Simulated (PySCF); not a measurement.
# Boron: a sound run and one with changed settings

Sound run: B [He] 2s2 2p1, B⁺ [He] 2s2. Calculation: PySCF 2.14, in def2-SVP (3s2p1d, 14 functions); the non-relativistic Hamiltonian (point nucleus). In the sound run the correlated levels freeze 1s2. The sound run starts from symmetry-adapted Hartree-Fock orbitals and uses a fine grid where one is needed.

A second run was set up differently.

| species | method | sound run (hartree) | changed run (hartree) | converged |
| --- | --- | --- | --- | --- |
| B | MP2 | -24.53643 | -24.53757 | yes |
| B | CCSD(T) | -24.55830 | -24.55928 | yes |
| B⁺ | MP2 | -24.23480 | -24.23588 | yes |
| B⁺ | CCSD(T) | -24.26125 | -24.26204 | yes |

Ionisation energy of B:

```
 method  sound run (eV)  changed run (eV)
    UHF           8.126             8.126
    MP2           8.208             8.209
SCS-MP2           8.169             8.169
   CCSD           8.060             8.065
CCSD(T)           8.083             8.088
```

(1) What was changed?
A. all electrons correlated in a valence basis
B. too few SCF iterations
C. a valence shell is frozen
D. level shift left on

## Answers

(1) A. A valence basis has no tight correlating functions, so it recovers only part of the core correlation, and not evenly between atom and ion.
